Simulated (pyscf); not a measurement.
O=Ti=O + methane (CH₄) → H₃C–O–TiH=O (addition across a multiple bond or ene-type step; singlet surface; C–H broken, H–Ti, C–O formed). Single points on ωB97X-D3(BJ)/def2-SVP structures (PySCF, gas phase). Correlated levels are frozen-core, on RHF or UHF. ΔMP2 is the change of the MP2 total energy from the triple- to the quadruple-zeta basis. Energies in eV from the separated reactants.

| level | barrier | reaction energy |
|---|---|---|
| PBE0-D3(BJ)/def2-TZVP | 2.39 | -0.53 |
| M06-2X/def2-TZVP | 2.39 | -0.77 |
| HF/def2-TZVP | ___ | -1.26 |
| MP2/def2-QZVPP | 2.69 | 0.00 |
| CCSD/def2-TZVPP | 2.53 | -0.68 |
| CCSD(T)/def2-TZVPP | 2.41 | -0.44 |
| CCSD(T)/def2-TZVPP + ΔMP2(QZVPP) | ___ | ___ |

Q: Fill in the missing entries.

A: 
- HF/def2-TZVP, barrier: 2.92
- CCSD(T)/def2-TZVPP + ΔMP2(QZVPP), barrier: 2.33
- CCSD(T)/def2-TZVPP + ΔMP2(QZVPP), reaction energy: -0.50

On the reactant side the descent ends in an adduct with a C–Ti contact, 0.61 eV under the separated species and 3.08 eV under the saddle at ωB97X-D3(BJ)/def2-TZVP. At ωB97X-D3(BJ)/def2-TZVP the barrier from the zero used here is 2.47 eV. The same reactants have a lower exit, to H₃C–Ti(=O)–OH (barrier +0.39 eV at ωB97M-D3(BJ)/def2-TZVP, against +2.49 eV here). H₃C–O–TiH=O lies 0.87 eV over its isomer H₃C–Ti(=O)–OH (electronic energy, ωB97M-D3(BJ)/def2-TZVP). This is the saddle that the search found; another between the same sides may lie lower. The CCSD(T) − MP2 part came from Ansatz, without density fitting, on the same reference. The frozen core leaves the outer d or s,p core shells of the metals and heavy elements correlated in the MP2 and CC values, and def2-TZVPP describes them poorly, which can shift differences by a few kcal/mol.
